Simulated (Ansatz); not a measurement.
Born–Oppenheimer molecular dynamics of CHNO (4 atoms, charge 0, multiplicity 1). It starts from a relaxed structure.

The calculation used Ansatz 0.2.0, UKS B3LYP/cc-pVDZ.

```yaml
ensemble: NVE (velocity Verlet)
time_step: 0.5 fs
steps_asked: 150
starting_velocities_drawn_for: 500 K
masses: H 10 u
seed: 158161
```

First frame:

```xyz
4
Properties=species:S:1:pos:R:3
N 0.508 -0.404 -0.444
C -0.460 0.160 0.046
O -1.466 0.651 0.391
H 1.418 -0.407 0.006
```

(1) What does the run give?

(2) What happens to the structure?

(3) How do temperature and energy run in time?

Answers

(1) The run went to its last step.

* steps done: 150
* time covered: 75 fs
* mean temperature over the second half: 251 K
* spread of the potential energy over the second half: 5.8 meV per atom
* mean potential energy of the second half above the start: 16.2 meV per atom

The conserved energy stayed within 0.11 meV per atom of its start (net change 0.059 meV per atom), so the integration is sound. The temperature averaged 0.50 of the 500 K drawn at the start: a run that starts near a minimum puts about half its kinetic energy into the potential. A run of 0.075 ps of so small a system gives no equilibrium averages.

(2) The same pairs are bonded in the first frame and the last. Pairs count as bonded within 1.25 times the sum of covalent radii (0.12 Å more for H–H). The details hang on the random start.

(3) 
```csv
time (fs),T (K),potential energy less start (eV),conserved less start (meV/atom)
0.0,500,0.000,0.00
6.0,90,0.107,0.11
12.0,299,0.052,0.04
18.0,202,0.077,0.06
24.0,212,0.075,0.07
30.0,444,0.015,0.02
36.0,54,0.116,0.11
42.0,354,0.038,0.02
48.0,126,0.097,0.09
54.0,341,0.041,0.04
60.0,333,0.043,0.05
66.0,91,0.106,0.09
72.0,347,0.040,0.01
```

Time of the run: 3.1 min on 1 CPU thread of a shared host.
